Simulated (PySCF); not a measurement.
C4H6NS (charge -1).
Atom-mapped SMILES: `[H]/[N:1]=[CH:2]\[C:3]1([S-:4])[CH2:5][CH2:6]1` (hydrogens: H7 on N1; H8 on C2; H9, H10 on C5; H11, H12 on C6)

Geometry (GFN2-xTB, Å), atoms numbered from 1 in this order:
```
atom  x, y, z in Å
N1     2.1818    0.7527   -0.0531
C2     1.4077   -0.2576   -0.1378
C3     0.0205   -0.3944    0.3214
S4     0.2344   -1.3705    1.7954
C5    -1.1426   -0.5594   -0.6155
C6    -0.9894    0.7044    0.1913
H7     1.7025    1.5703    0.3342
H8     1.8598   -1.1717   -0.5195
H9    -0.9596   -0.5089   -1.6836
H10   -1.9301   -1.2454   -0.3346
H11   -0.7071    1.6111   -0.3343
H12   -1.6766    0.8687    1.0102
```

A PySCF run (density fitting, gas phase, GFN2-xTB geometry) gave HOMO -0.09 eV, LUMO 4.86 eV and E = -608.530 Eh.

Task: Which of these levels was it?
A. PBE0/pcSseg-1
B. PBE0/def2-SVP
C. PBE0/def2-SVPD

Result: A. It is PBE0/pcSseg-1. All candidates on this geometry:

```csv
level and settings,kind,basis functions,SCF cycles,E (Eh),HOMO (eV),LUMO (eV)
"PBE0/def2-SVPD, fitting basis def2-qzvpp-jkfit, start guess atom",global hybrid,175,11,-608.3234,-0.53,4.18
PBE0/pcSseg-1,global hybrid,139,14,-608.5303,-0.09,4.86
"PBE0/def2-SVP, damping 0.2 at the start, DIIS from the seventh cycle, start guess vsap",global hybrid,118,30,-608.2847,0.31,5.27
```

The nearest other candidate, by the summed differences of HOMO and LUMO, is PBE0/def2-SVP: its HOMO differs by +0.40 eV and its LUMO by +0.41 eV. Cycle counts include a coarse-grid stage where the run had one. The HOMO energy is positive at PBE0/def2-SVP; such an orbital is held in place by the finite basis.
